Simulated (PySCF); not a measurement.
# One shape, several levels: AlNH3Cl (SMILES [NH2][AlH][Cl])

We compute a comparison of 3 runs (CCD/pob-TZVP, QCISD(T)/6-311+G*, CCSD/LANL08) of AlNH3Cl. Input form: a Python script.

The calculation is run with PySCF 2.14.0.

1 further run of the same task is left out (for a known fault of the program).

### Step 1. Starting point

AlNH3Cl: 6 atoms, total charge 0, spin state singlet. SMILES: `[NH2][AlH][Cl]`. Geometry: relaxed at PBE0-D4/def2-TZVP.

Bond lengths: N1–Al2 1.756 Å, Al2–Cl3 2.098 Å, N1–H4 1.007 Å, N1–H5 1.007 Å, Al2–H6 1.570 Å. Angles: N1–Al2–Cl3 117.5°, N1–Al2–H6 121.9°, Cl3–Al2–H6 120.6°, Al2–N1–H4 124.3°, Al2–N1–H5 125.0°, H4–N1–H5 110.7°.

### Step 2. The energy at CCD/pob-TZVP (run 1)

job.py reads:

```python
# [NH2][AlH][Cl]
from pyscf import gto, scf
from pyscf.cc.ccd import CCD

molecule = gto.Mole()
molecule.atom = '''
N       -0.631100       0.250900      -0.718800
Al       0.477600      -0.073800       0.603600
Cl       1.413500      -1.951500       0.645600
H       -1.134300       1.115000      -0.838800
H       -0.852600      -0.395100      -1.458900
H        0.769000       0.990400       1.721000
'''
molecule.spin = 0
molecule.max_memory = 1860
molecule.charge = 0
molecule.basis = 'pob-tzvp'
molecule.verbose = 4
molecule.build()

mf = scf.RHF(molecule)
mf.diis_start_cycle = 8
mf.level_shift = 0.1
mf.damp = 0.2
mf.kernel()

mycc = CCD(mf, frozen=11)
mycc.kernel()
e_tot = mycc.e_tot
print('Final energy', e_tot)
```

Launch:

```
OMP_NUM_THREADS=1 python job.py
```

The program printed:

```text
PySCF version 2.14.0

[... 64 lines left out ...]
converged SCF energy = -757.719805888616
[... 12 lines left out ...]
Init t2, MP2 energy = -758.032522920147  E_corr(MP2) -0.312717031531504
[... 10 lines left out ...]
CCD converged
[... 1 line left out ...]
Final energy -758.0556193149305
```

Wall time 2.9 s (1 thread of Intel Xeon 6975P-C (Granite Rapids), shared host); peak memory 0.28 GiB.

### Step 3. The energy at QCISD(T)/6-311+G(d) (run 2)

job.py reads:

```python
from pyscf import gto, scf, cc

mol = gto.M(
    atom='''
N     -0.631100     0.250900    -0.718800
Al     0.477600    -0.073800     0.603600
Cl     1.413500    -1.951500     0.645600
H     -1.134300     1.115000    -0.838800
H     -0.852600    -0.395100    -1.458900
H      0.769000     0.990400     1.721000
''',
    charge=0,
    verbose=4,
    basis='6-311+g*',
    max_memory=1860,
    symmetry=True,
)

mf = scf.RHF(mol)
mf.conv_tol = 1e-10
mf.diis_start_cycle = 5
mf.damp = 0.2
mf.kernel()

mycc = cc.QCISD(mf, frozen=11)
mycc.kernel()
e_t = mycc.qcisd_t()
e_tot = mycc.e_tot + e_t
print(f'total energy: {e_tot:.8f} hartree')
dip = mf.dip_moment()
pop, q = mf.mulliken_pop()
```

Launch:

```
OMP_NUM_THREADS=1 python job.py
```

The program printed:

```text
PySCF version 2.14.0

[... 68 lines left out ...]
converged SCF energy = -757.749496914968
[... 11 lines left out ...]
Init t2, MP2 energy = -758.116340399019  E_corr(MP2) -0.366843484050249
[... 13 lines left out ...]
QCISD converged
[... 2 lines left out ...]
total energy: -758.15606864 hartree
Dipole moment(X, Y, Z, Debye): -1.47623,  1.73732, -0.88552
[... 98 lines left out ...]
charge of    5H =     -0.17080
```

Run time: 8.1 s. Hardware: 1 thread of Intel Xeon 6975P-C (Granite Rapids), shared host; peak memory 0.41 GiB.

### Step 4. A single-point energy at CCSD/LANL08 (core potential) (run 3)

calc.py reads:

```python
from pyscf import gto, scf, cc

mol = gto.Mole()
mol.atom = '''
N
Al 1 1.755958
Cl 2 2.098435 1 117.52503
H 1 1.007114 2 124.3232 3 179.99861
H 1 1.007038 4 110.66635 2 179.98814
H 2 1.570356 1 121.85159 5 -179.99417
'''
mol.max_memory = 1860
mol.basis = {'default': 'lanl08', 'N': '6-311g**', 'H': '6-311g**'}
mol.ecp = {'Al': 'lanl08', 'Cl': 'lanl08'}
mol.verbose = 4
mol.build()

myscf = scf.RHF(mol)
myscf.conv_tol = 1e-07
myscf.diis_space = 12
myscf.damp = 0.6
myscf.diis_start_cycle = 3
myscf.kernel()

mycc = cc.CCSD(myscf, frozen=1)
mycc.kernel()
energy = mycc.e_tot
print('E = %.10f Eh' % energy)
dip = myscf.dip_moment()
pop, q = myscf.mulliken_pop()
```

Launch:

```
OMP_NUM_THREADS=1 python calc.py
```

The program printed:

```text
PySCF version 2.14.0

[... 56 lines left out ...]
converged SCF energy = -72.9216538247674
[... 12 lines left out ...]
Init t2, MP2 energy = -73.1961108095535  E_corr(MP2) -0.274456984786092
[... 11 lines left out ...]
CCSD converged
[... 2 lines left out ...]
Dipole moment(X, Y, Z, Debye): -2.24742,  0.00056, -2.24718
[... 67 lines left out ...]
charge of    5H =     -0.30166
```

Run time: 1.7 s. Hardware: 1 thread of Intel Xeon 6975P-C (Granite Rapids), shared host; peak memory 0.2 GiB.

### Step 5. Overview of the runs

```
run                         level  SCF convergence threshold  level shift  energy (Eh)  dipole moment (D) of the reference  HOMO energy (eV)  LUMO energy (eV)  wall time
  1                  CCD/pob-TZVP                      1e-09          0.1  -758.055619                                2.07            -11.01              4.94      2.9 s
  2             QCISD(T)/6-311+G*                      1e-10            –  -758.156069                                2.45            -11.26              1.28      8.1 s
  3  CCSD/LANL08 (core potential)                      1e-07            –   -73.220307                                3.18            -11.30              2.04      1.7 s
```

### Step 6. Results

| quantity | value |
| --- | --- |
| run 3: total energy | -73.22031 Eh |
| run 3: dipole moment (Hartree–Fock density) | 3.18 D |
| run 3: HOMO energy (Hartree–Fock orbitals) | -11.30 eV |
| run 3: LUMO energy (Hartree–Fock orbitals) | 2.04 eV |
| run 3: HOMO–LUMO gap (Hartree–Fock orbitals) | 13.34 eV |
| run 3: correlation energy (1 core orbital frozen) | -298.7 mEh |
| run 3: T1 diagnostic | 0.012 |

What this shows: Some runs of one species differ in core potentials or relativity; totals across that change don't compare. All runs together took 13 s, the longest 8.1 s.
